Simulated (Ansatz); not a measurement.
**Worked example: SiH4⁺, doublet against SiH4, singlet**

Geometry (PBE0/def2-TZVP stationary point of a singlet), kept for both states:

```xyz
5

Si    0.0000    0.0000    0.0000
H     0.8558    0.8587    0.8568
H    -0.8596   -0.8544    0.8574
H    -0.8547    0.8555   -0.8611
H     0.8584   -0.8599   -0.8531
```

Basis cc-pVDZ; Ansatz 0.2.0. Only valence electrons are correlated (noble-gas cores frozen). Prefix R: restricted or restricted open-shell reference; prefix U: unrestricted.

Full CI is exact within this basis and frozen core; it isn't the basis-set limit. The frozen core follows each run's orbitals, which can shift R against U totals by a few meV.

Coupled cluster chose its determinant by trial CCSD, here up to 0.09 eV above the lowest Hartree–Fock solution of its kind, and MP2 stands on that determinant too.

| level | E(SiH4, singlet) (hartree) | E(SiH4⁺, doublet) (hartree) |
| --- | --- | --- |
| UMP2 | -291.359304 | -290.894292 |
| UCCSD(T) | -291.392750 | -290.928833 |
| PBE | -291.704454 | -291.259445 |
| full CI | -291.393408 | -290.929737 |

Problem. Give the vertical gap, SiH4⁺ doublet less SiH4 singlet, at each level in eV (1 hartree = 27.2114 eV), and each error against full CI.

Solution. full CI: (-290.929737 − (-291.393408)) × 27.2114 = 12.617 eV (the reference)
PBE: (-291.259445 − (-291.704454)) × 27.2114 = 12.109 eV, error -0.508 eV
UCCSD(T): (-290.928833 − (-291.392750)) × 27.2114 = 12.624 eV, error 0.007 eV
UMP2: (-290.894292 − (-291.359304)) × 27.2114 = 12.654 eV, error 0.037 eV

Total energies of functionals can't be set beside those of wave-function methods, since they hold the core's correlation and their own absolute errors; only the differences compare.

In so small a basis the reference is far from its limit while semilocal and hybrid functionals are nearer theirs, so the functionals' errors here hold much of the reference's basis and frozen-core error, which can add to them or hide them.

Each level lands on the state that its own search finds. T1 diagnostics of restricted CCSD: 0.010 and 0.027.
